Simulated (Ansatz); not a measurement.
C2H5FS, SMILES `CC(F)S`. The species carries charge 0 and has multiplicity 1.

Z-matrix (Å, degrees):
```
C
C 1 1.506
H 1 1.090 2 110.4
H 1 1.092 2 110.3 3 120.3
H 1 1.092 2 109.7 3 -120.3
F 2 1.384 1 108.6 3 176.4
S 2 1.800 1 114.3 3 -59.1
H 2 1.094 1 111.4 3 58.9
H 7 1.344 2 96.1 1 -45.3
```

Problem. What are the harmonic wavenumbers in cm⁻¹ at PBE0-D4/def2-TZVP (Ansatz, finite differences of forces, unscaled)? (An estimate is asked.)

Solution. Ansatz gave: 244, 255, 329, 380, 460, 671, 889, 908, 1058, 1112, 1149, 1324, 1346, 1404, 1472, 1483, 2702, 3060, 3076, 3138, 3158.

Problem. Is this a minimum?

Solution. Yes, all 21 modes are real.

Problem. Give the ideal-gas thermochemistry at 298.15 K and 1 bar (rigid rotor, harmonic oscillator; point group C1, symmetry number 1).

Solution. Zero-point energy 177.2 kJ/mol; H(298) − E = 193.1 kJ/mol; entropy 300.6 J/(mol·K), of which translation 163.5, rotation 105.9, vibration 31.1; G(298) − E = 103.5 kJ/mol.
